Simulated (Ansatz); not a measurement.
A calculation with Ansatz (development build ahead of 0.2.0).

```yaml
crystal:
  periodic: [false, false, false]
  atoms:
    - { symbol: B, position_ang: [0.04591, 0.00516, -1.35551] }
    - { symbol: C, position_ang: [-0.02204, 0.04155, 0.19964] }
    - { symbol: O, position_ang: [0.00745, -0.04257, 1.33975] }
    - { symbol: H, position_ang: [-0.01233, -1.1327, -1.64609] }
    - { symbol: H, position_ang: [-1.01265, 0.55339, -1.67552] }
    - { symbol: H, position_ang: [1.02231, 0.54714, -1.66847] }
basis:
  gaussian: { orbitals: cc-pVDZ }
hamiltonian:
  xc: hf
correlation:
  method: mp2
  frozen_orbitals: { B: 1, C: 1, H: 0, O: 1 }
```

The input is written out in the form of the current development build from the run's settings.

Output:

```
Converged                       : yes
Reference energy                : -139.14696 hartree
Correlation energy              : -0.40899 hartree
Total energy                    : -139.55596 hartree
Spin squared of the determinant : 0.000
```
